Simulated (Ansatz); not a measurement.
## Ansatz (development build ahead of 0.2.0) run

```yaml
crystal:
  periodic: [false, false, false]
  atoms:
    - { symbol: H, position_ang: [0.05282, -0.03344, -1.53395] }
    - { symbol: C, position_ang: [-0.08755, 0.09695, -0.54379] }
    - { symbol: O, position_ang: [0.05029, -0.10449, 0.57506] }
basis:
  gaussian: { orbitals: aug-cc-pVDZ }
total_charge: 1
hamiltonian:
  xc: hf
correlation:
  method: mp2
  frozen_orbitals: { C: 1, H: 0, O: 1 }
```

The input is written out in the form of the current development build from the run's settings.

Results

```yaml
Converged: yes
Reference_energy: -112.95850 hartree
Correlation_energy: -0.31877 hartree
Total_energy: -113.27727 hartree
Spin_squared_of_the_determinant: 0.000
```
